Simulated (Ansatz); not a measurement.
Cohesive energy (eV/atom) along a series of related solids, from r²SCAN (PAW; Ansatz, a first-principles code); HSE06 (plane waves, PAW; Ansatz); PBE0 (plane waves, PAW; Ansatz).

| solid | r²SCAN | HSE06 | PBE0 | measured |
|---|---|---|---|---|
| zinc-blende GaN (metastable phase) | 4.46 | 4.33 | 4.32 | – |
| zinc-blende GaP | 3.64 | 3.51 | 3.51 | 3.61 |
| zinc-blende GaAs | 3.31 | 3.16 | 3.16 | 3.34 |
| zinc-blende GaSb | 2.93 | 2.82 | 2.82 | 3.03 |

PBE0 less measured, from the printed values: zinc-blende GaP -0.10 eV/atom, zinc-blende GaAs -0.18 eV/atom, zinc-blende GaSb -0.21 eV/atom.

A member of the series is missing where a level wasn't run or failed, where a doubt is noted on the run or the magnetic state, for phases of high temperature or layered ones, and where values are held back for tests.

Spin–orbit coupling is left out, also for the solids with elements from indium on (zinc-blende GaSb); its size isn't shown.

Free atoms are spin-polarised, in the lowest state found; at levels without +SOC their spin–orbit coupling is left out. Each level is taken at its own relaxed cell. Ansatz's density-functional and Hartree–Fock values are scalar-relativistic unless marked +SOC, with PAW data made under PBE.

Measured values are for low temperature or corrected to a static lattice. References as tabulated in Mejia-Rodriguez and Trickey (2018), arXiv:1807.09216; Paulus et al. (1996), arXiv:cond-mat/9605064.
